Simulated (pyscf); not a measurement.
Routes from H₃C–InH–CH₃ (SMILES [CH3][InH][CH3]) + NH₃ (SMILES N)

Candidate steps break at most two bonds and form at most two. Each was searched with GFN2-xTB (tblite) first. Single points on ωB97X-D3(BJ)/def2-SVP structures (PySCF, gas phase). Energies: ωB97M-D3(BJ)/def2-TZVP, kJ/mol, from the separated reactants, singlet surface; ΔG‡ with ideal gas, 1 atm, RRHO with modes under 100 cm⁻¹ raised to 100, one conformer, R ln 2 for chiral ones without a mode under 150 cm⁻¹.

```tsv
products	type	ΔE‡	ΔE	ΔG‡ 298 K	ΔG‡ 900 K	ν‡ (cm⁻¹)
CH₄ + H₃C–InH–NH₂	four-centre exchange	79.4	-48.0	116.0	205.4	1593i
H₃C–In(CH₃)–NH₂ + H₂	four-centre exchange	81.4	+3.8	117.3	203.6	1278i
```

Row 1: On the reactant side the descent ends in an adduct with a In–N contact, 81.5 kJ/mol under the separated species and 153.9 kJ/mol under the saddle at ωB97X-D3(BJ)/def2-TZVP. Row 2: On the reactant side the descent ends in an adduct with a In–N contact, 81.5 kJ/mol under the separated species and 152.1 kJ/mol under the saddle at ωB97X-D3(BJ)/def2-TZVP. 

Plain bond fissions and candidates not yet searched are not listed, and one of them may be faster. Each barrier is that of the saddle found; lower ones may exist. Elements past Kr carry the def2 core potentials, without spin-orbit coupling.
